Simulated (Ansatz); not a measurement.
# C₄H₅NS: small, medium and large basis sets

How large a basis does C₄H₅NS need? Two functionals and correlated methods are run in growing sets.

Computed with Ansatz 0.2.0, Gaussian basis. Level: one geometry, several basis sets.

Plan: PBE0-D4/def2-SVP; ωB97M-V/def2-SVP; PBE0-D4/def2-QZVPP; ωB97M-V/def2-QZVPP; CCSD(T)/cc-pV(D+d)Z; CCSD(T)/cc-pV(T+d)Z; MP2/cc-pV(Q+d)Z; the functionals' def2-TZVPP values are taken from earlier runs.

## Step 1: Structure used throughout

An earlier PBE0-D4 in a triple-zeta def2 set relaxation fixed the geometry.

11 atoms, charge 0, spin multiplicity 1.

Atoms are counted from 1 here; the program's logs count them from 0.

Bond lengths: C1–C2 1.487 Å, C1–H7 1.091 Å, C1–H8 1.093 Å, C1–H9 1.093 Å, C2–C3 1.363 Å, C2–S6 1.717 Å, C3–N4 1.364 Å, C3–H10 1.083 Å, N4–C5 1.294 Å, C5–S6 1.718 Å, C5–H11 1.082 Å. Angles: C2–C1–H7 109.5°, C2–C1–H8 111.8°, C2–C1–H9 111.8°, H7–C1–H8 108.0°, H7–C1–H9 108.0°, H8–C1–H9 107.6°, C1–C2–C3 128.6°, C1–C2–S6 123.2°, C3–C2–S6 108.2°, C2–C3–N4 116.8°, C2–C3–H10 123.8°, N4–C3–H10 119.4°, C3–N4–C5 110.3°, N4–C5–S6 114.8°, N4–C5–H11 124.2°, S6–C5–H11 121.0°, C2–S6–C5 89.9°.

## Step 2: PBE0-D4 in def2-SVP

File in.yaml:

```yaml
crystal:
  periodic: [false, false, false]
  atoms:
    - {symbol: C, position_ang: [-0.162393, -0.401491, 1.717924]}
    - {symbol: C, position_ang: [-0.105084, -0.039389, 0.276641]}
    - {symbol: C, position_ang: [0.944566, -0.149318, -0.585912]}
    - {symbol: N, position_ang: [0.729981, 0.258999, -1.869409]}
    - {symbol: C, position_ang: [-0.483366, 0.685809, -2.008248]}
    - {symbol: S, position_ang: [-1.439606, 0.617189, -0.582079]}
    - {symbol: H, position_ang: [0.804309, -0.797521, 2.033025]}
    - {symbol: H, position_ang: [-0.919535, -1.164530, 1.915256]}
    - {symbol: H, position_ang: [-0.392754, 0.463373, 2.345157]}
    - {symbol: H, position_ang: [1.916888, -0.535871, -0.306357]}
    - {symbol: H, position_ang: [-0.893007, 1.062741, -2.936011]}
basis:
  gaussian: {orbitals: def2-SVP}
hamiltonian: {xc: pbe0, dispersion: d4}
output: {orbitals: {seedname: orbitals}}
```

Started as:

```sh
$ ansatz run in.yaml --threads 2 --pin off --events-out ev --progress --plain --max-ram 22528MiB --backend cpu
```

Further steps of the session: ωB97M-V in def2-SVP; PBE0-D4 in def2-QZVPP; ωB97M-V in def2-QZVPP; CCSD(T) in cc-pV(D+d)Z; CCSD(T) in cc-pV(T+d)Z; MP2 in cc-pV(Q+d)Z.

Q: Predict the results of all the runs planned. Wanted: MP2 correlation recovered, cc-pV(D+d)Z; MP2 correlation recovered, cc-pV(T+d)Z; MP2 correlation recovered, cc-pV(Q+d)Z; CCSD(T) limit from def2 sets; PBE0-D4: double and triple zeta above quadruple; ωB97M-V: double and triple zeta above quadruple.

**Answer**, as computed:

| quantity | value |
| --- | --- |
| MP2 correlation recovered, cc-pV(D+d)Z | 73.0 % |
| MP2 correlation recovered, cc-pV(T+d)Z | 89.7 % |
| MP2 correlation recovered, cc-pV(Q+d)Z | 95.7 % |
| CCSD(T) limit from def2 sets (earlier runs) less the limit of this series | -54 meV |
| PBE0-D4: double and triple zeta above quadruple | 10.70, 0.63 eV |
| ωB97M-V: double and triple zeta above quadruple | 10.89, 0.60 eV |

**Reading.** PBE0-D4 gains 10.07 eV from double to triple zeta, then 0.63 eV more. In cc-pV(D+d)Z MP2 holds 73 % of its limit, in cc-pV(Q+d)Z 96 %, while Hartree-Fock is within 0.142 eV in the largest set. A limit from the def2 sets, made apart, differs by 54 meV, a least measure of the doubt on such a limit. These are total energies; as a rule much of such shifts cancels in differences, which this series doesn't test.
